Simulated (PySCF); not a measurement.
**Li: ionisation energy**

Li [He] 2s1 (2S) → Li⁺ 1s2 (1S), as a difference of total energies. Computed with PySCF 2.14 in def2-SVP (3s2p, 9 functions), with the non-relativistic Hamiltonian (point nucleus). The calculations carry no spin-orbit coupling.

```csv
method,ionisation energy (eV)
UHF,5.229
M06-L,4.953
B3LYP,5.538
```

For comparison: 5.392 eV (measured; NIST Atomic Spectra Database, ionization energies).
